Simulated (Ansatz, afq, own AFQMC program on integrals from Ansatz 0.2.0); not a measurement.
Integrals from Ansatz 0.2.0, then the random walk in our own AFQMC program (afq).

```yaml
crystal:
  periodic: [false, false, false]
  atoms:
    - {symbol: O, position_ang: [0.000000, 0.000000, 0.772050]}
    - {symbol: C, position_ang: [0.000000, 0.000000, -0.806950]}
    - {symbol: H, position_ang: [0.000000, -0.956723, -1.319672]}
    - {symbol: H, position_ang: [0.000000, 0.956723, -1.319672]}
basis:
  gaussian: {orbitals: cc-pVDZ}
magnetization: {spin_polarized: true, initial_magnetization: 2}
correlation: {method: ccsd_t, electrons: outside_noble_gas, hamiltonian_folder: ham}
```

```sh
$ ansatz run in.yaml --threads 1 --pin off --events-out ev --progress --plain --max-ram 1382MiB
```

afq runs on the folder ham with

```
--method phaseless --trial hf --walkers 120 --populations 1 --least-time 40 --time-step 0.005 --steps-per-block 20 --equilibration-blocks 112 --max-blocks 600 --target-error 0.00126 --factor-cut 1e-05 --start spin_pure --seed 1554 --taylor-order 6
```

Times are imaginary, in 1/Eh. The walk had a cap of 1252 s.

afq prints:

```
orbitals 36  electrons 7 5  factors 271 of 344
reference energy -113.76970382 Eh
CCSD correlation -0.29370843 Eh in 12 cycles, weight of the determinant in the CISD state 0.8882
energy of the start -113.770094 Eh
 block  time / (1/Eh)  mean weight  energy / Eh
     1     0.100  1.0029  -113.850547
     2     0.200  1.0017  -113.911322
     3     0.300  1.0028  -113.952562
     4     0.400  1.0014  -113.974986
     5     0.500  1.0010  -114.002605
    10     1.000  0.9994  -114.064943
    86     8.600  0.9987  -114.061140
   171    17.100  0.9997  -114.077567
   256    25.600  1.0045  -114.081949
   290    29.000  0.9997  -114.010005
   341    34.100  0.9998  -114.102841
   426    42.600  0.9999  -114.036264
   511    51.100  0.9987  -114.062499
   596    59.600  0.9998  -114.043912
   647    64.700  0.9981  -114.145325
   681    68.100  0.9909  -114.038835
   698    69.800  0.9999  -114.052157
blocks merged  error / Eh  count
     1  0.000964  600
     2  0.001255  300
     4  0.001595  150
     8  0.001894  75
    16  0.002209  37
    32  0.002186  18
    64  0.002479  9
energy -114.073080 +/- 0.002209 Eh
(rows thinned)
```

The run passed its tests (sampling time, drift between the halves within three errors, error under three times the target), which doesn't prove that it has relaxed.

Against this walk (error 60.1 meV) on the same determinant: CCSD(T) 60.0 meV higher (within the noise), CCSDT(Q) 10.8 meV higher (within the noise), a separate phaseless walk with a CISD trial and standard settings 0.1 ± 61.9 meV lower (within the noise). The error is statistical and leaves out the bias of the constraint.

Cautions: constraint bias not in the error; error above the target (60.1 against 34.3 meV); lower spins were not checked.

The walk took 4.1 min on 1 thread of Arm Neoverse V2, with other jobs on the host. The log's last line is the phaseless energy.

CCSDT and higher add their correlation energy to the determinant of the CCSD(T) run, since their own runs factorise the integrals more tightly (a shift of under 2 meV). A walk keeps the symmetry of its determinant, which the program's search chose and which needn't be the lowest solution, so a lower state of the same spin and another symmetry isn't excluded.
